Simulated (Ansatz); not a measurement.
Could ZrAg2N2 exist in this structure?

Plane-wave DFT in Ansatz with scalar-relativistic PAW potentials. The crystal relaxes under PBE to P-3m1 with a = 3.317 Å, c = 7.434 Å, 14.17 Å³/atom. No spin polarisation. The structure is a made-up candidate, not known to be the stable one.

```xyz
5
Lattice="3.3170 0.0000 0.0000 -1.6585 2.8726 0.0000 0.0000 0.0000 7.4342" Properties=species:S:1:pos:R:3 pbc="T T T"
Zr    0.0000    0.0000    0.0000
Ag    1.6585    0.9575    2.6463
Ag    0.0000    1.9151    4.7879
N     1.6585    0.9575    6.3264
N     0.0000    1.9151    1.1078
```

**Question.** Test it against the elements, against displacements at the zone centre and against strain.

**Answer.**
- Energy over the elements: -0.254 eV/atom (PBE, standard states in the same functional, gases uncorrected)
- Optical modes at Γ: all 12 real, 35 to 542 cm⁻¹ (PBE, no gap at this level, so no LO-TO term)
- Least eigenvalue of the elastic tensor: 23 GPa (PBE, smearing 0.15 eV on a cell relaxed with it; where the run has no gap this value hangs on mesh and smearing)

It passes all three tests. So it is a local minimum against everything tried and bound against the elements. Modes at other wave vectors, other structures and decomposition into other compounds weren't tested here.